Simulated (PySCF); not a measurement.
## Exercise with solution: dipole moment from atomic charges

C2H6O, SMILES COC. Atoms are numbered in the order given.

```xyz
9

C      1.1719     0.0000    -0.1949
O      0.0000     0.0000     0.5882
C     -1.1719     0.0000    -0.1949
H      1.2270    -0.8906    -0.8353
H      1.2270     0.8906    -0.8353
H      2.0207     0.0000     0.4872
H     -1.2270    -0.8906    -0.8353
H     -2.0207     0.0000     0.4872
H     -1.2270     0.8906    -0.8353
```

Geometry optimised at B3LYP-D3(BJ)/def2-TZVP.

Charges (e) from B3LYP/def2-TZVPD in PySCF:

```csv
atom,ESP fit,IAO
C1,-0.217,-0.190
O2,-0.212,-0.403
C3,-0.217,-0.190
H4,0.105,0.118
H5,0.105,0.118
H6,0.114,0.155
H7,0.105,0.118
H8,0.114,0.155
H9,0.105,0.118
```

The dipole moment of the full density is 1.26 D.

What dipole moment does each set of point charges give, and which comes closer to that of the density?


μ = Σ q r, and 1 e Å = 4.8032 D.
ESP fit: Σ q r = (0.000, 0.000, -0.280) e Å, |μ| = 1.34 D.
IAO: Σ q r = (0.000, 0.000, -0.406) e Å, |μ| = 1.95 D.
ESP fit comes closer in size. Point charges leave out the atoms' own dipoles (lone pairs, polarised bonds); fits to the potential absorb them, partitions of the density don't.
